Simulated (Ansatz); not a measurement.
## Cs₂SnI₆ (Fm-3m, No. 225)

Calculation: PBE (Ansatz, a program for electronic structure, PAW).

Numerical settings: plane-wave cutoff 520 eV, 6×6×6 k mesh, Fermi–Dirac smearing 0.01 eV, scalar-relativistic PAW data made under PBE.

Cell: relaxed at this level.

```
Item                   Result
-------------------  --------
lattice parameter a  12.034 Å
```

Note: the cell is over a tenth larger than the published one: the level's own overestimate first of all, though another phase or state, or a fault of the published cell, is possible.

Spin–orbit coupling is not included.

Static lattice: no zero-point or thermal effects.

It cost very roughly 3 core-minutes of CPU time.
